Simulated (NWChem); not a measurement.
# CH6Si; SMILES C[SiH3]

Program: NWChem. Pople sets run with spherical d functions. Structure relaxed at the PBE-D3(BJ)/def2-SVP level. Level M06-L/6-31G*: energy and gradient on several grids; changes count from the extra-fine grid, which is no exact limit either.

```csv
grid,size of the energy change (μHa),largest change of a gradient component (μHa/bohr)
xcoarse,5000,3000
coarse,300,600
medium,80,400
fine,< 10,70
xfine,< 10,< 30
```
